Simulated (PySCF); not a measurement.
Frontier levels across methods

Species: CH5NSi.
Z-matrix (Å and degrees, PBE0-D3(BJ)/def2-SVP geometry), rows numbered from 1:
```
N 
C   1  1.2730
Si  2  1.8969  1  119.87
H   1  1.0279  2  110.76  3  -179.61
H   2  1.1124  1  122.38  3   179.71
H   3  1.4962  2  109.19  1   115.20
H   3  1.4963  2  109.15  1  -127.30
H   3  1.4890  2  109.99  1    -5.98
```

Basis pcSseg-2 throughout (PySCF), one geometry. Isolated species at its PBE0-D3(BJ)/def2-SVP geometry, gas phase.

How do the orbital energies, the gap and the dipole change with the method?

| method | kind | HOMO (eV) | LUMO (eV) | gap (eV) | μ (D) | SCF cycles |
| --- | --- | --- | --- | --- | --- | --- |
| BLYP | GGA | -6.00 | -2.00 | 4.01 | 1.76 | 14 |
| OPBE | GGA | -6.07 | -2.05 | 4.02 | 1.72 | 14 |
| PBE | GGA | -6.09 | -2.14 | 3.94 | 1.76 | 14 |
| B97-D | GGA | -6.12 | -2.04 | 4.08 | 1.76 | 13 |
| LDA | LDA | -6.13 | -2.36 | 3.77 | 1.82 | 13 |
| BP86 | GGA | -6.19 | -2.22 | 3.97 | 1.77 | 13 |
| KT2 | GGA | -6.25 | -2.06 | 4.19 | 1.71 | 15 |
| KT3 | GGA | -6.29 | -2.05 | 4.24 | 1.69 | 15 |
| B97-2 | global hybrid | -7.28 | -1.09 | 6.19 | 1.81 | 12 |
| B3LYP | global hybrid | -7.32 | -1.27 | 6.04 | 1.82 | 12 |
| PBE0 | global hybrid | -7.53 | -1.03 | 6.50 | 1.83 | 12 |
| mPW1PW91 | global hybrid | -7.56 | -1.04 | 6.53 | 1.83 | 12 |
| BHandHLYP | global hybrid | -8.92 | 0.18 | 9.10 | 1.90 | 11 |
| CAM-B3LYP | range-separated hybrid | -8.95 | 0.19 | 9.13 | 1.88 | 12 |
| wB97X-D | range-separated hybrid | -9.43 | 0.83 | 10.26 | 1.87 | 13 |
| LC-wPBE | range-separated hybrid | -10.27 | 1.39 | 11.66 | 1.92 | 13 |
| HF | Hartree–Fock | -11.10 | 2.60 | 13.70 | 1.98 | 11 |

The HOMO spans 5.09 eV, from BLYP down to HF, and the gap runs from 3.77 eV (LDA) to 13.70 eV (HF). Over the methods BLYP (0 %), OPBE (0 %), PBE (0 %), B97-D (0 %), LDA (0 %), BP86 (0 %), KT2 (0 %), KT3 (0 %), B97-2 (21 %), B3LYP (20 %), PBE0 (25 %), mPW1PW91 (25 %), BHandHLYP (50 %), HF (100 %), a straight line through the gap against the share of exact exchange rises by 0.98 eV for each 10 % (correlation coefficient 0.999). The dipole ranges from 1.69 D (KT3) to 1.98 D (HF). This basis has no diffuse functions.

The vertical ΔSCF ionisation energy at CAM-B3LYP/def2-SVPD is 9.97 eV; −ε(HOMO) comes closest to it with LC-wPBE (10.27 eV).
